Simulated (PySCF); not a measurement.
propyne (C₃H₄), SMILES C(C)#C.

The structure is a stationary point at B3LYP-D3(BJ)/def2-TZVP.

These are PBE/def2-TZVPD in PySCF values and carry that method's errors.

Gas-phase values at a fixed geometry.

The total energy is -116.53445 hartree. The point group is C3v and the highest occupied level is -6.51 eV. The lowest empty level is -0.18 eV and the orbital gap is 6.33 eV. The dipole moment is 0.180 e·Å and the quadrupole, principal values (traceless, Buckingham form, about the centre of nuclear charge) comes out as -2.67, -2.67, 5.33 D·Å. The mean static polarisability is 37.4 bohr³ (5.54 Å³) and the polarisability, principal values comes out as 29.7, 29.7, 52.9 bohr³.
